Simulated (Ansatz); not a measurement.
The input, for Ansatz 0.2.0:

```yaml
crystal:
  periodic: [false, false, false]
  atoms:
    - {symbol: Hf, position_ang: [-0.000149, 0.000000, 0.204230]}
    - {symbol: N, position_ang: [-0.007812, 0.000000, -2.076762]}
    - {symbol: H, position_ang: [-0.429202, -0.825099, -2.509661]}
    - {symbol: H, position_ang: [-0.429204, 0.825098, -2.509661]}
    - {symbol: H, position_ang: [0.993290, 0.000001, -2.287081]}
basis:
  gaussian: {orbitals: def2-TZVP}
correlation: {active_space: {ras: {orbitals: [6, 0, 78], electrons: 12, max_holes: 2, max_particles: 2}, fixed_orbitals: true}}
```

```sh
$ ansatz run in.yaml --threads 1 --pin off --events-out ev --progress --plain --max-ram 2393MiB
```

Log:

```
709 factors; integrals over basis functions are off by at most 1.3e-3 eV
mean field evaluation 1: about -2805.9573 eV, gradient 4.4e1 eV
mean field evaluation 2: about -2805.9601 eV, gradient 4.4e1 eV
mean field evaluation 4: about -2815.8548 eV, gradient 1.2e1 eV
mean field evaluation 8: about -2817.2071 eV, gradient 9.4e-1 eV
mean field evaluation 16: about -2817.3580 eV, gradient 5.1e-1 eV
mean field evaluation 32: about -2817.4850 eV, gradient 7.8e-1 eV
mean field evaluation 64: about -2817.4655 eV, gradient 1.1e0 eV
mean field evaluation 96: about -2817.4845 eV, gradient 6.8e-5 eV
mean field evaluation 128: about -2817.4358 eV, gradient 5.0e0 eV
mean field evaluation 160: about -2817.4956 eV, gradient 1.1e-1 eV
mean field evaluation 192: about -2817.4645 eV, gradient 2.4e0 eV
mean field evaluation 224: about -2812.9829 eV, gradient 7.4e0 eV
mean field evaluation 256: about -2817.4951 eV, gradient 5.1e-2 eV
mean field evaluation 288: about -2817.4845 eV, gradient 5.0e-3 eV
mean field -2817.49548525 eV, -103.5410493159 hartree, gradient 1.5e-6 eV, S^2 0.000000; 14 other end points of the search recorded, 0 dependent functions left out
reference -2817.49548525 eV, -103.5410493159 hartree; 11, 11 occupied and 78, 78 virtual orbitals, 709 factors
state -2825.33222026 eV, -103.8290440156 hartree
Total energy: -2825.33222026 eV, -103.8290440156 hartree
```

Ran on 1 thread of Arm Neoverse V2, shared host: 18 s wall, 0.38 GiB peak host memory.
